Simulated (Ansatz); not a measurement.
**SiN₂H+ (quintet): wave-function methods side by side, cc-pVDZ**

One table from this session's results is given with a row withheld; the runs are named, their logs left out.

Method: cc-pVDZ, core rule «outside noble gas», up to 7 orbitals frozen; program: Ansatz 0.2.0, Gaussian basis.

To be run: UHF; CCSD(T) on ROHF; CCSD(T) on UHF; BCCD(T) on ROHF; CISD as a restricted active space (open shells left free, so some higher excitations enter); CCSDT(Q) on ROHF; CCSDT(Q) on UHF.

25 further runs of the same task are left out: 5 for a known fault of the program, 8 that didn't finish, 12 set aside as unsound or not needed. Runs told in other sessions of the task aren't counted.

**The geometry**

The geometry is a PBE0/def2-TZVP stationary point (not a proven minimum) of the parent state, kept for this charge and spin.

4 atoms, charge 1, spin multiplicity 5.

Atoms are counted from 1 here; the program's logs count them from 0.

Bond lengths: N1–Si2 1.595 Å, N1–H4 1.005 Å, Si2–N3 1.809 Å. Angles: Si2–N1–H4 144.7°, N1–Si2–N3 105.3°.

Set-up of the first run:

in.yaml

```yaml
crystal:
  periodic: [false, false, false]
  atoms:
    - {symbol: N, position_ang: [0.000000, -0.484969, 1.254083]}
    - {symbol: Si, position_ang: [0.000000, 0.524235, 0.018749]}
    - {symbol: N, position_ang: [0.000000, -0.526367, -1.454098]}
    - {symbol: H, position_ang: [0.000000, -0.553520, 2.257049]}
basis:
  gaussian: {orbitals: cc-pVDZ}
total_charge: 1
magnetization: {spin_polarized: true, initial_magnetization: 4}
hamiltonian: {xc: hf}
output: {orbitals: {seedname: orbitals}}
```

Run with:

```sh
$ ansatz run in.yaml --threads 1 --pin off --events-out ev --progress --plain --max-ram 2393MiB
```

Among the steps run: UHF; CCSD(T) on ROHF; CCSD(T) on UHF; BCCD(T) on ROHF; CISD as a restricted active space (open shells left free, so some higher excitations enter); CCSDT(Q) on ROHF; CCSDT(Q) on UHF.

One table of the session follows, with a row left open; its other results are not shown here.

```
   method  from RCCSDT(Q) (kcal/mol)
     ROHF                    +219.84
      UHF                    +209.11
     RMP2                     +37.27
     UMP2                     +36.67
     CISD                     +28.08
    RCCSD                          ?
    UCCSD                      +8.46
 RCCSD(T)                      +2.22
 UCCSD(T)                      +2.07
  BCCD(T)                      +2.07
   RCCSDT                      +0.68
   UCCSDT                      +0.56
RCCSDT(Q)                          0
UCCSDT(Q)                      -0.14
```

Q: Estimate the row for RCCSD from the others.

**Answer.** from RCCSDT(Q) (kcal/mol): +9.26. In the column «from RCCSDT(Q) (kcal/mol)» it lies between UCCSD (+8.46) and CISD (+28.08).

The ROHF row is the lowest such solution found; the determinant under the restricted MP2 and coupled-cluster rows lies 0.03 eV higher.

Limits of these values: Warnings: coupled cluster took another determinant than the lowest; large T1 diagnostic. Restricted and unrestricted rows rest on different reference determinants; a gap between their highest levels can come from leftover correlation error, from unlike frozen cores or from another state.
